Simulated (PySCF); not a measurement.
## Reproducing measurements on C4H4S

**Measured values to compare with.**

From NIST CCCBDB Release 22 (SRD 101), experimental dipoles, for the gas: dipole moment (dielectric constant against temperature) 0.55 D.

From NIST CCCBDB Release 22 (SRD 101), experimental polarizabilities, for the gas: mean polarisability 9.01 Å³.

How close the calculation comes is told at the end.

Species: C4H4S.
SMILES with atom numbers: `[cH:1]1[cH:2][cH:3][s:4][cH:5]1` (hydrogens: H6 on C1; H7 on C2; H8 on C3; H9 on C5)

Geometry (PBE0-D3(BJ)/def2-SVP, Å), atoms numbered from 1 in this order:
```
atom  x, y, z in Å
C1     0.8549    0.4840    0.1859
C2    -0.5289    0.8193    0.2196
C3    -1.3309   -0.2333   -0.1361
S4    -0.4080   -1.6313   -0.5115
C5     1.0686   -0.8150   -0.1947
H6     1.6602    1.1753    0.4378
H7    -0.9160    1.7997    0.5006
H8    -2.4181   -0.2616   -0.1966
H9     2.0181   -1.3371   -0.3051
```

Runs made with PySCF (gas phase, on this PBE0-D3(BJ)/def2-SVP geometry; no spin–orbit coupling):

```tsv
level	job	basis functions
CAM-B3LYP/def2-SVPD	10 singlets by full TDDFT, 4 Tamm–Dancoff triplets, polarisability, ΔSCF ions	139
B3LYP/def2-SVPD	10 singlets by full TDDFT, 4 Tamm–Dancoff triplets, polarisability, ΔSCF ions	139
HF/def2-SVPD	10 singlets by TDHF, 4 Tamm–Dancoff triplets, polarisability, ΔSCF ions	139
LDA/def2-SVPD	10 singlets by full TDDFT, 4 Tamm–Dancoff triplets, polarisability, ΔSCF ions	139
PBE/def2-SVPD	10 singlets by full TDDFT, 4 Tamm–Dancoff triplets, polarisability, ΔSCF ions	139
PBE0/def2-SVPD	10 singlets by full TDDFT, 4 Tamm–Dancoff triplets, polarisability, ΔSCF ions	139
PBE0/6-31G*	10 singlets by full TDDFT, 4 Tamm–Dancoff triplets, polarisability	82
PBE0/aug-cc-pVDZ	10 singlets by full TDDFT, 4 Tamm–Dancoff triplets, polarisability	155
PBE0/def2-TZVP	10 singlets by full TDDFT, 4 Tamm–Dancoff triplets, polarisability	185
PBE0/def2-TZVPD	10 singlets by full TDDFT, 4 Tamm–Dancoff triplets, polarisability	230
wB97X-D/def2-SVPD	10 singlets by full TDDFT, 4 Tamm–Dancoff triplets, polarisability, ΔSCF ions	139
B3LYP/def2-TZVP	spin–spin couplings from 9 perturbed nuclei	185
BHandHLYP/def2-SVPD	10 singlets by full TDDFT, 4 Tamm–Dancoff triplets, polarisability, ΔSCF ions	139
LC-wPBE/def2-SVPD	10 singlets by full TDDFT, 4 Tamm–Dancoff triplets, polarisability, ΔSCF ions	139
PBE0/def2-SVP	10 singlets by full TDDFT, 4 Tamm–Dancoff triplets, polarisability	94
```

All basis functions are spherical.

**Comparison with experiment**

**Dipole moment.** Measured: 0.55 D (NIST CCCBDB Release 22 (SRD 101), experimental dipoles).

```
              level  computed (D)  computed − measured (D)  % (from the printed values)
CAM-B3LYP/def2-SVPD          0.53                    -0.02                           -4
    B3LYP/def2-SVPD          0.51                    -0.04                           -7
       HF/def2-SVPD          0.76                    +0.21                          +38
      LDA/def2-SVPD          0.47                    -0.08                          -15
      PBE/def2-SVPD          0.49                    -0.06                          -11
     PBE0/def2-SVPD          0.56                    +0.01                           +2
        PBE0/6-31G*          0.60                    +0.05                           +9
   PBE0/aug-cc-pVDZ          0.54                    -0.01                           -2
     PBE0/def2-TZVP          0.50                    -0.05                           -9
    PBE0/def2-TZVPD          0.52                    -0.03                           -5
  wB97X-D/def2-SVPD          0.58                    +0.03                           +5
    B3LYP/def2-TZVP          0.46                    -0.09                          -16
```

12 of the 19 levels run are shown, the closest and the furthest among them. The computed dipoles belong to one fixed geometry; measured ones are averaged over vibrations unless marked μe. Magnitudes are compared, not signs.

**Mean polarisability.** Measured: 9.01 Å³ (NIST CCCBDB Release 22 (SRD 101), experimental polarizabilities).

| level | computed (Å³) | computed − measured (Å³) | % (from the printed values) |
| --- | --- | --- | --- |
| CAM-B3LYP/def2-SVPD | 9.18 | +0.17 | +2 |
| B3LYP/def2-SVPD | 9.29 | +0.28 | +3 |
| BHandHLYP/def2-SVPD | 9.10 | +0.09 | +1 |
| HF/def2-SVPD | 9.00 | -0.01 | 0 |
| LDA/def2-SVPD | 9.46 | +0.45 | +5 |
| LC-wPBE/def2-SVPD | 8.96 | -0.05 | -1 |
| PBE0/6-31G* | 7.38 | -1.63 | -18 |
| PBE0/aug-cc-pVDZ | 9.43 | +0.42 | +5 |
| PBE0/def2-SVP | 7.52 | -1.49 | -17 |
| PBE0/def2-TZVP | 8.77 | -0.24 | -3 |
| PBE0/def2-TZVPD | 9.45 | +0.44 | +5 |
| wB97X-D/def2-SVPD | 9.18 | +0.17 | +2 |

12 of the 15 levels run are shown, the closest and the furthest among them. Closest is HF/def2-SVPD (-0.01 Å³), furthest PBE0/6-31G* (-1.63 Å³); one molecule doesn't rank methods. The computed values are static and purely electronic, with core orbitals frozen in the response (1 au = 0.148185 Å³). The table of measured values doesn't say here whether a value is static or optical, or holds a vibrational part.

The geometry is computed, not the measured one. Where a level misses, the cause wasn't examined.
